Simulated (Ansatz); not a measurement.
Cubic perovskite CsSnBr3 was calculated with PBE-D3(BJ) (PAW; Ansatz, an electronic-structure program).

Run with plane-wave cutoff 520 eV, 6×6×6 k mesh, Fermi–Dirac smearing 0.01 eV, scalar-relativistic PAW data made under PBE.

Cell (relaxed at this level):

```xyz
5
Lattice="5.8163 0.0000 0.0000 0.0000 5.8163 0.0000 0.0000 0.0000 5.8163" Properties=species:S:1:pos:R:3 pbc="T T T"
Cs     0.0000     0.0000     0.0000
Sn     2.9081     2.9081     2.9081
Br     2.9081     0.0000     2.9081
Br     0.0000     2.9081     2.9081
Br     2.9081     2.9081     0.0000
```

Problem. What does this level give for the bulk modulus B0, band gap, Γ–Γ gap and pressure derivative B′ of the bulk modulus?

Solution. 
* **bulk modulus B0**: 21.6 GPa
* **band gap**: 0.44 eV
* **Γ–Γ gap**: 5.14 eV
* **pressure derivative B′ of the bulk modulus**: 4.5

Note: the relaxation could not lower the start's symmetry, so the cell can be a saddle point above a distorted one.

Spin–orbit coupling is not included.

The computed numbers hold no vibrational or temperature effects.

The result took around 80 core-seconds (rough).
